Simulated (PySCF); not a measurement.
methanol (CH₄O), SMILES CO. The structure is a stationary point at ωB97X-D3(BJ)/def2-TZVP.

TDDFT-PBE/def2-TZVPD (PySCF) puts the lowest singlet excitations at 5.92, 6.74, 7.60, 7.66, 7.68, 8.39 eV.

Problem. What are the lowest excitation roots from ADC(2)/aug-cc-pVDZ (PySCF 2.14.0)? (An estimate is asked for; the answer gives what the named calculation found.)

Solution. 6.24, 7.32, 7.82, 7.99, 8.31, 8.70 eV. S1 differs by 0.32 eV (second minus first; roots are paired by order, and the bases may differ).
